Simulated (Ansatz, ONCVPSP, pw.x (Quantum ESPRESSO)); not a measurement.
## pw.x on fcc Al: one setting changed

Potential: optimised norm-conserving Vanderbilt (ONCV), ONCVPSP 4.0.1, PBE; core [Ne], reference 3s2 3p1; waves: 3s: rc 1.90 bohr, ncon 4, nbas 7, qcut 3.3 1/bohr, 2 projectors, debl 2.7 Ha; 3p: rc 1.90 bohr, ncon 4, nbas 9, qcut 4.8 1/bohr, local; d scattering state at 0.11 Ha: rc 2.20 bohr, ncon 4, nbas 8, qcut 4.8 1/bohr, 2 projectors, debl 1.2 Ha; local part: the p channel; core correction: Teter function, fcfact 6, rcfact 1.15.

The reference run (k-mesh 14³, cutoffs 50/200 Ry, Fermi–Dirac 0.01 Ry, mixing_beta 0.4, conv_thr 1e-9, no spin) gives 0.21 GPa at 16.527 Å³/atom, where all-electron LAPW gives -0.17 GPa. This run, with its own iteration cap, changes startingwfc to atomic.

```
&control
  calculation='scf', prefix='x', pseudo_dir='./', outdir='./tmp', tstress=.true., disk_io='none'
/
&system
  ibrav=0, nat=1, ntyp=1, ecutwfc=50, ecutrho=200, nbnd=8,
  occupations='smearing', smearing='fd', degauss=0.01
/
&electrons
  conv_thr=1e-09, mixing_beta=0.4, electron_maxstep=50, startingwfc='atomic'
/
ATOMIC_SPECIES
Al 1.0 Al.UPF
CELL_PARAMETERS angstrom
  0.00000000 2.02172157 2.02172157
  2.02172157 0.00000000 2.02172157
  2.02172157 2.02172157 0.00000000
ATOMIC_POSITIONS crystal
Al 0.0000 0.0000 0.0000
K_POINTS automatic
14 14 14 0 0 0
```

```bash
pw.x < Al.scf.in > Al.scf.out
```

Q: How does the run end?

A: It converges in 5 iterations; the free energy moves by +0.0 meV/atom and the pressure by +0.00 GPa. The result is that of the reference run.

```
Message from routine setup:
     using ibrav=0 with symmetry is DISCOURAGED, use correct ibrav instead
     lattice parameter (alat)  =       5.4030  a.u.
     unit-cell volume          =     111.5297 (a.u.)^3
     number of electrons       =         3.00
     number of Kohn-Sham states=            8
     kinetic-energy cutoff     =      50.0000  Ry
     charge density cutoff     =     200.0000  Ry
     scf convergence threshold =      1.0E-09
     Exchange-correlation= PBE
     number of k points=   104  Fermi-Dirac smearing, width (Ry)=  0.0100
     iteration #  1     ecut=    50.00 Ry     beta= 0.40
     total energy              =      -4.58294558 Ry
     estimated scf accuracy    <       0.00590048 Ry
     iteration #  2     ecut=    50.00 Ry     beta= 0.40
     total energy              =      -4.58233586 Ry
     estimated scf accuracy    <       0.00198216 Ry
     iteration #  3     ecut=    50.00 Ry     beta= 0.40
     total energy              =      -4.58238254 Ry
     estimated scf accuracy    <       0.00000248 Ry
     iteration #  4     ecut=    50.00 Ry     beta= 0.40
     c_bands:  1 eigenvalues not converged
     total energy              =      -4.58238601 Ry
     estimated scf accuracy    <       0.00000005 Ry
     iteration #  5     ecut=    50.00 Ry     beta= 0.40
     the Fermi energy is     7.9227 ev
!    total energy              =      -4.58238603 Ry
     estimated scf accuracy    <          7.6E-10 Ry
     smearing contrib. (-TS)   =      -0.00207413 Ry
     The total energy is F=E-TS. E is the sum of the following terms:
     one-electron contribution =       2.90272598 Ry
     hartree contribution      =       0.00759212 Ry
     xc contribution           =      -2.09032135 Ry
     ewald contribution        =      -5.40030864 Ry
     convergence has been achieved in   5 iterations
          total   stress  (Ry/bohr**3)                   (kbar)     P=        2.09
     Message from routine punch:
     Nothing written, as per user request (disk_io='none')
```

The run took about 3.7 s on one core of a shared host (Intel(R) Xeon(R) 6975P-C, 192 threads, 1488 GiB, load 84).
